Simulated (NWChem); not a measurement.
## Ionisation of chloromethane (CH3Cl)

```xyz
5

C      1.1279    -0.0568     0.0000
Cl    -0.6610     0.0333     0.0000
H      1.4635    -0.5967     0.9046
H      1.4635    -0.5967    -0.9046
H      1.5423     0.9682     0.0000
```
Charge 0, spin multiplicity 1.

All runs are NWChem calculations. The geometry was optimised at PBE/def2-SVP, a minimum by its harmonic frequencies.

Basis set: def2-TZVPD. −ε marks an orbital energy of the parent.

B3LYP has NWChem's definition, with VWN1-RPA local correlation.

Task: For the first vertical ionisation energy, −ε(HOMO) of HF gives 11.86 eV and −ε(HOMO) of LDA (SVWN5) gives 7.18 eV. What do −ε(HOMO) of BHandHLYP, −ε(HOMO) of B3LYP, −ε(HOMO) of PBE give?

Result: −ε(HOMO) of BHandHLYP: 9.80 eV; −ε(HOMO) of B3LYP: 8.25 eV; −ε(HOMO) of PBE: 7.09 eV.
